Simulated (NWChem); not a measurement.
# hydroxide (OH anion); SMILES [OH-]

```xyz
2

O      0.0000     0.0000     0.1031
H      0.0000     0.0000    -0.8644
```
Atoms are numbered in this order, from 1.

Computed with NWChem. Pople sets run with spherical d functions. Structure relaxed at the B3LYP/def2-SVPD level. Static field.

```json
[
 {"level": "CAM-B3LYP/6-31+G*", "basis functions": "20", "isotropic polarisability (bohr³)": "11.6", "anisotropy (bohr³)": "2.4"},
 {"level": "CAM-B3LYP/def2-SVPD", "basis functions": "31", "isotropic polarisability (bohr³)": "19.5", "anisotropy (bohr³)": "1.9"},
 {"level": "CAM-B3LYP/aug-cc-pVDZ", "basis functions": "32", "isotropic polarisability (bohr³)": "20.9", "anisotropy (bohr³)": "4.8"},
 {"level": "CAM-B3LYP/Sadlej pVTZ", "basis functions": "33", "isotropic polarisability (bohr³)": "25.6", "anisotropy (bohr³)": "7.8"},
 {"level": "CAM-B3LYP/d-aug-cc-pVDZ", "basis functions": "45", "isotropic polarisability (bohr³)": "34.6", "anisotropy (bohr³)": "13.5"},
 {"level": "CAM-B3LYP/def2-TZVPD", "basis functions": "49", "isotropic polarisability (bohr³)": "22.5", "anisotropy (bohr³)": "4.0"},
 {"level": "CAM-B3LYP/aug-cc-pVTZ", "basis functions": "69", "isotropic polarisability (bohr³)": "24.1", "anisotropy (bohr³)": "5.8"}
]
```
